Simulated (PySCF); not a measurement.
# C4H7F (CH2=CHCHFCH3): the cost of one run

Computed with PySCF 2.14.0, with density-fitted response routines of our own, on a single molecule in the gas phase. Atoms are numbered from 0 throughout.

## Step 1: Starting geometry

12 atoms, charge 0, multiplicity 1; geometry from: MMFF94s. The atoms were then displaced at random by about 0.03 Å, so the start is not that level's minimum.

Bonds of the start (Å): C0–C1 1.38, C1–C2 1.53, C2–C3 1.40, C2–F4 1.36, C0–H5 1.11, C0–H6 1.08, C1–H7 1.09, C2–H8 1.07, C3–H9 1.21, C3–H10 1.08, C3–H11 1.09.

## Step 2: Relaxing the molecule at PBE0-D3(BJ)/def2-SVP

Job settings and geometry (Å):

```
{"job": {"xc": "PBE0", "basis": "def2-SVP", "d3": "d3bj", "grid": 1, "shake": 0.03, "kind": "geom"}, "charge": 0, "multiplicity": 1}
C      1.983100     0.387980     0.251610
C      0.887100    -0.207150    -0.338800
C     -0.453530    -0.534910     0.322920
C     -1.476010     0.136610    -0.351030
F     -0.394220    -0.136950     1.617650
H      1.849840     0.826420     1.259930
H      2.864630     0.663310    -0.308200
H      1.055320    -0.512250    -1.376450
H     -0.529630    -1.598700     0.414310
H     -2.512130    -0.135520     0.209670
H     -1.688900    -0.195800    -1.358180
H     -1.470100     1.224210    -0.292430
```

The run is started by

```sh
$ OMP_NUM_THREADS=1 python probes_run.py task.json out
```

The driver reads the jobs from task.json and runs them one after another.

**Question.** How long does this first job take on 1 thread of Arm Neoverse N1, shared host, and how much memory does it need?

About 54 s, with a peak of 0.42 GiB.
